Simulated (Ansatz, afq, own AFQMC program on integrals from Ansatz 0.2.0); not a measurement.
**Where AFQMC and coupled cluster stand for AlHO, singlet**

| atom | x (Å) | y (Å) | z (Å) |
| --- | --- | --- | --- |
| Al | 0.0000 | 0.0000 | 1.2825 |
| O | 0.0000 | 0.0000 | -0.2161 |
| H | 0.0000 | 0.0000 | -1.0664 |

Connectivity, by distances: Al–OH.

Basis cc-pVDZ. Only valence electrons are correlated. Integrals, coupled cluster, full CI and functionals: Ansatz 0.2.0; the random walks run on the same integrals in our own AFQMC program. The CISD trial takes its coefficients from CCSD amplitudes. Released means that phaseless walkers are propagated on without the constraint, phases kept. Uncertainties: one standard error, sampling alone.

Determinant: RHF, the one that the program's search chose, which needn't be the lowest solution. The geometry is a point of a scan.

No full CI on the walks' own integrals is used here; CCSDT(Q) serves as the reference and is uncertain by about the last step of the cluster series.

```
T1 diagnostic                               : 0.0146
weight of the determinant in the CISD state : 0.895
size of the correlated space                : 10 electrons in 31 orbitals
```

Reference: CCSDT(Q), correlation energy -6.869 eV. The released energy is read at 2.40 1/Eh (meV from the phaseless value at times in 1/Eh: -7 ± 10 at 0.24, -16 ± 11 at 0.51, -27 ± 10 at 0.99, -7 ± 12 at 1.62, -28 ± 17 at 2.40).

| level | E − E(reference) (kJ/mol) | share of correlation (%) |
| --- | --- | --- |
| HF | 662.8 | 0.00 |
| MP2 | 59.7 | 90.99 |
| CCSD | 15.3 | 97.69 |
| CCSD(T) | 2.6 | 99.61 |
| CCSDT | 1.7 | 99.75 |
| ph-AFQMC/HF | -0.4 ± 5.7 | 100.07 |
| ph-AFQMC/CISD | 0.8 ± 1.0 | 99.88 |
| released AFQMC | -1.9 ± 1.6 | 100.29 |

A walk keeps the symmetry of its determinant, which the program's search chose and which needn't be the lowest solution, so a lower state of the same spin and another symmetry isn't excluded. Released energies are given only where the last usable release times agree within the noise; a slower fall can still hide under it.
